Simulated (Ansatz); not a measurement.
A computed series for Si: pressure series

The reference is Si in the diamond structure (space group Fd-3m, No. 227; a = 5.444 Å).

Cell and atoms are relaxed at each pressure.

The values are results of r2SCAN (Ansatz, a program for electronic structure, PAW, no SOC), earlier PAW set, not measurements.

| pressure (GPa) | volume per atom (Å³/atom) |
|---|---|
| -2 | 20.607 |
| -1 | 20.381 |
| 0 | 20.169 |
| 0.3 | 20.106 |
| 0.7 | 20.025 |
| 3 | 19.589 |
| 5 | ? |
| 7.5 | 18.857 |
| 10 | 18.503 |

**Question.** Fit the third-order Birch–Murnaghan form P(V) = (3B₀/2)[(V₀/V)^(7/3) − (V₀/V)^(5/3)]·[1 + (3/4)(B₀′ − 4)((V₀/V)^(2/3) − 1)] (squares taken in P) to the rows shown and predict the withheld row.

**Answer.** Least squares on the printed values gives V₀ = 20.168 Å³/atom, B₀ = 97.1 GPa, B₀′ = 4.1; this predicts 19.247 Å³/atom, and the run gives 19.246 Å³/atom, in agreement.

Measured bulk modulus of Si: 100.8 GPa (static lattice; corrected from measurement; as listed in Jianwei Sun et al., Physical Review B (2011)); the computed value is 4 % below it.

Load acts through the strain it causes; cell and atoms are relaxed under it. Stability against distortions was not tested. Tetrahedral semiconductors of this kind turn to denser phases somewhere between about 1 and 50 GPa; those were not computed, so compressed cells here can lie past the real transition.
